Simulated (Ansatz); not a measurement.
input.yaml (Ansatz)

```yaml
crystal:
  lattice:
    - [2.4725883742, 0.0, 0.0]
    - [-1.2362941871, 2.1413243452, 0.0]
    - [0.0, 0.0, 3.9832236964]
  atoms:
    - { symbol: Co, position: [0.3333333333, 0.6666666667, 0.25] }
    - { symbol: Co, position: [0.6666666667, 0.3333333333, 0.75] }
hamiltonian:
  xc: revpbe
  pseudopotentials:
    kind: paw
    azcp:
      Co: "pseudopotentials/Co.paw.azcp"
basis:
  ecutwfc: 420
  fft_grid_basis: typed
kpoints:
  mp_grid: { grid: [24, 24, 13], shift: [0, 0, 0] }
magnetization:
  spin_polarized: false
scf:
  occupations: { method: fermi_dirac, width: 0.1 }
```

Terminal output

```
Engine: ansatz 0.2.0, x86_64-unknown-linux-gnu
Pseudopotentials: kind: paw
Pseudopotential: Co, paw, valence charge 17, recommended cutoff 420 eV (normal) 
Functional definition: revPBE
  parameter kappa = 1.245
  parameter beta = 0.06672455060314922
  exchange = pbe_x(kappa = kappa, mu = beta*pi^2/3)
  correlation = pbe_c(beta = beta)
Crystal: 2 atoms, lattice volume = 21.090 Å³
Basis set: ecut = 420 eV, 391 PW (Γ)
Bands: 21, of which v1, the nominal top of the filled ones, is band 17 counted from 1 (16 counted from 0)
Symmetry: 24 space group operations
Space group: P63/mmc (ITA 194), of the structure as read, at distance tolerance 2.8e-5 Å
k-points: 427 of 7488
Non-local potential: Co, projectors of the file, l = 0: 3, l = 1: 2, l = 2: 3, l = 3: 1
PAW form: soft (Blöchl's): semilocal exchange-correlation on the pseudo side does not see the compensation charge
PAW frozen core: Co, regenerated for the run's functional, and the local potential with it (the file was generated under x = pbe(κ = 0.804, μ = 0.2195149727645171), c = pbe(β = 0.06672455060314922))
PAW one-centre angular grid: Co, 590 points (default); XC on 64 Gauss nodes
Initial density: superposition of atomic densities (neutral atoms: chi_scale 0, normalization atom), corrected by the library's trained network
Initial wavefunctions: pseudopotential atomic-orbital guess
Functional: x = revpbe(κ = 1.245, μ = 0.2195149727645171), c = pbe(β = 0.06672455060314922)
SCF iter   1: F=—  HF=-10258.866923 eV  |F-HF|=—  |Δ(HF+E_count)|=         —  Δρ=5.44e-3  dr2=1.77e-3  ethr=1.77e-3  ⟨swp⟩=4.3  Hψ=32824  notcnv=0
SCF iter   2: F=—  HF=-10258.867872 eV  |F-HF|=—  |Δ(HF+E_count)|=   9.49e-4  Δρ=2.58e-3  dr2=3.22e-4  ethr=5.20e-6  ⟨swp⟩=2.1  Hψ=19758  notcnv=0
SCF iter   3: F=—  HF=-10258.868157 eV  |F-HF|=—  |Δ(HF+E_count)|=   2.85e-4  Δρ=7.07e-4  dr2=3.55e-5  ethr=9.48e-7  ⟨swp⟩=2.3  Hψ=11839  notcnv=0
SCF iter   4: F=—  HF=-10258.868164 eV  |F-HF|=—  |Δ(HF+E_count)|=   6.92e-6  Δρ=8.79e-5  dr2=4.76e-7  ethr=1.04e-7  ⟨swp⟩=2.3  Hψ=14170  notcnv=0
SCF iter   5: F=—  HF=-10258.868164 eV  |F-HF|=—  |Δ(HF+E_count)|=   7.57e-8  Δρ=4.81e-5  dr2=1.47e-7  ethr=1.40e-9  ⟨swp⟩=2.3  Hψ=16093  notcnv=0
SCF iter   6: F=-10258.868164 eV  HF=-10258.868164 eV  |F-HF|=2.42e-9  |Δ(HF+E_count)|=   2.63e-8  Δρ=9.56e-6  dr2=8.17e-9  ethr=2.94e-10  ⟨swp⟩=2.0  Hψ=18060  notcnv=0
SCF 1 converged in 6 iterations: F = -10258.868164 eV  dr2 = 8.17e-9
SCF converged after 6 iterations
Free energy (F): -10258.868164 eV
Harris-Foulkes:  -10258.868164 eV  (|F-HF|=2.42e-9)
Internal energy: -10258.686257 eV  (E = F + TS)
E sigma→0 (E₀):  -10258.777211 eV
Entropy (-TS):   -0.181907 eV (-90.953 meV/atom)
Fermi energy:    19.378990 eV
--- Per-component energies (eV) ---
  E_band       = -465.968210
  E_kinetic    = 909.597618
  E_local      = -5580.479056  (includes V_loc(G=0)·N_el)
  E_nonlocal   = 904.606396
  E_hartree    = 2342.912601
  E_xc         = -319.042960
  E_vxc        = -411.348142  (∫ρ·V_xc dr)
  E_paw        = -3035.398187  (= ΣΔE_a)
  E_vpaw       = -974.177871  (= ΣTr[D̂ρ^β])
  E_aug_tail   = 0.000184  (compensation charges beyond the density's cutoff)
  E_ewald      = -5480.816944
  E_core_change = -0.065908  (= ΣΔE_core)
  E_smearing   = -0.181907  (= −TS)
  E_closure    = 0.000000  (closes the sum)
  Σ components = -10258.868164   (vs F -10258.868164, Δ=0.00e0)
```
